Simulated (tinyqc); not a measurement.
CCD on RHF in the sto-3g basis, for H2F+, spin multiplicity 1, step by step. One step of it, computed by the program tinyqc.

Problem. Iteration 8 (converged): orbitals. Diagonalise F' = X^T F X, C = X C', fill 5 alpha and 5 beta electrons from the bottom; D = 2 C_occ C_occ^T. Each column has its largest component positive (the first on a tie).

converged F (hartree), lower triangle:
```
             1F 1s      1F 2s     1F 2px     1F 2py     1F 2pz      2H 1s      3H 1s
1F 1s   -26.613506
1F 2s    -6.786846  -3.631070
1F 2px    0.000000   0.000000  -1.038294
1F 2py    0.000000   0.000000   0.000000  -0.974755
1F 2pz   -0.023376  -0.117267   0.000000   0.000000  -1.003059
2H 1s    -1.133340  -1.174408   0.000000  -0.516820  -0.429375  -0.840253
3H 1s    -1.133340  -1.174408   0.000000   0.516820  -0.429375  -0.386972  -0.840253
```

X:
```
                1          2          3         4          5          6         7
1F 1s   -0.369450   0.000000   0.718784  0.000000  -0.618114   0.000000  0.179675
1F 2s    1.046898   0.000000  -0.246640  0.000000  -0.288046   0.000000  0.447965
1F 2px   0.000000   0.000000   0.000000  1.000000   0.000000   0.000000  0.000000
1F 2py   0.000000   0.831891   0.000000  0.000000   0.000000   0.709247  0.000000
1F 2pz   0.422928   0.000000   0.681831  0.000000   0.634333   0.000000  0.187284
2H 1s   -0.622460  -0.782577  -0.189085  0.000000   0.156705   0.376970  0.387013
3H 1s   -0.622460   0.782577  -0.189085  0.000000   0.156705  -0.376970  0.387013
```

Give: F' = X^T F X; orbital energies; coefficients C; D after iteration 8.

Solution.

F' = X^T F X (hartree), lower triangle:
```
        1       2        3       4        5       6       7
1  -1.118
2   0.000   0.116
3   3.022   0.000  -11.483
4   0.000   0.000    0.000  -1.038
5  -2.660   0.000   11.070   0.000  -12.808
6   0.000  -0.058    0.000   0.000    0.000  -1.172
7   0.617   0.000   -5.232   0.000    5.699   0.000  -4.359
```

orbital energies (hartree): MO1 -26.623, MO2 -2.049, MO3 -1.174, MO4 -1.074, MO5 -1.038, MO6 -0.023, MO7 0.119

coefficients C:
```
           MO1     MO2     MO3     MO4    MO5     MO6     MO7
1F 1s    0.995  -0.250   0.000   0.068  0.000   0.105   0.000
1F 2s    0.023   0.945   0.000  -0.342  0.000  -0.655   0.000
1F 2px   0.000   0.000   0.000   0.000  1.000   0.000   0.000
1F 2py   0.000   0.000   0.746   0.000  0.000   0.000   0.799
1F 2pz   0.002   0.109   0.000   0.867  0.000  -0.564   0.000
2H 1s   -0.004   0.085   0.341   0.215  0.000   0.738  -0.799
3H 1s   -0.004   0.085  -0.341   0.215  0.000   0.738   0.799
```

D after iteration 8, lower triangle:
```
         1F 1s   1F 2s  1F 2px  1F 2py  1F 2pz   2H 1s  3H 1s
1F 1s    2.113
1F 2s   -0.474   2.023
1F 2px   0.000   0.000   2.000
1F 2py   0.000   0.000   0.000   1.113
1F 2pz   0.069  -0.387   0.000   0.000   1.526
2H 1s   -0.021   0.013   0.000   0.509   0.391   0.340
3H 1s   -0.021   0.013   0.000  -0.509   0.391  -0.126  0.340
```
